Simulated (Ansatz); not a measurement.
Atomization energy of NO₂, doublet, from cheap to dear

Geometry (MP2(full)/6-31G*, from the G2/97 set):

```csv
atom,x (Å),y (Å),z (Å)
N,0.0000,0.0000,0.3322
O,0.0000,1.1181,-0.1454
O,0.0000,-1.1181,-0.1454
```

Measured, as an electronic atomization energy: 227.4 kcal/mol (G2/97 heats of formation of molecule and atoms, with zero-point and thermal terms from B3LYP taken off; Curtiss et al., J. Chem. Phys. 106, 1063 (1997), Staroverov et al., J. Chem. Phys. 119, 12129 (2003)). The measured value holds scalar relativity and spin–orbit coupling, which all computed ones lack, and core correlation, which the wave-function levels lack. Atoms are taken at the same level, with ROHF references for molecule and atoms in the R rows. Ansatz 0.2.0; the 6-31G* set has Cartesian d functions; a miss is computed less measured; times are wall times on shared hosts and scatter by a factor of two or so.

| level | basis | miss (kcal/mol) | time of the run | hardware |
| --- | --- | --- | --- | --- |
| RHF | cc-pVDZ | -184.5 | – | – |
| UHF | cc-pVDZ | -185.6 | 0.75 s | 1 CPU thread |
| RMP2 | cc-pVDZ | -10.3 | – | – |
| UMP2 | cc-pVDZ | -14.8 | – | – |
| RCCSD(T) | cc-pVDZ | -35.2 | 2.7 s | 1 CPU thread |
| UCCSD(T) | cc-pVDZ | -35.4 | 6 s | 1 CPU thread |
| UCCSDT(Q) | cc-pVDZ | -33.0 | 6 s | H100 + 5 CPU threads |
| RHF | cc-pVTZ | -174.6 | – | – |
| UHF | cc-pVTZ | -177.8 | – | – |
| RMP2 | cc-pVTZ | 10.6 | – | – |
| UMP2 | cc-pVTZ | 6.4 | – | – |
| RCCSD(T) | cc-pVTZ | -15.7 | 2.7 s | H100 + 5 CPU threads |
| UCCSD(T) | cc-pVTZ | -16.0 | 4.7 s | H100 + 5 CPU threads |
| UCCSDT(Q) | cc-pVTZ | -14.2 | 24 s | H100 + 5 CPU threads |
| RHF | cc-pVQZ | -173.1 | – | – |
| UHF | cc-pVQZ | -176.8 | – | – |
| RMP2 | cc-pVQZ | 18.9 | – | – |
| UMP2 | cc-pVQZ | 14.7 | – | – |
| RCCSD(T) | cc-pVQZ | -7.7 | 5.5 s | H100 + 5 CPU threads |
| UCCSD(T) | cc-pVQZ | -8.1 | 10 s | H100 + 5 CPU threads |

HF's time is that of a plain UHF run. A dash: the level came out of a higher level's run.

A composite of the best parts (unrestricted reference, at this geometry, which isn't the minimum of the high levels):

| part | kcal/mol |
| --- | --- |
| Hartree–Fock limit (T, Q; exp(−5.46 √X)) | 50.91 |
| CCSD(T) correlation limit (T, Q; X⁻³) | 173.74 |
| CCSDT − CCSD(T) (TZ) | -0.59 |
| (Q) (TZ) | 2.36 |
| sum | 226.4 |
| sum less measured | -1.0 |
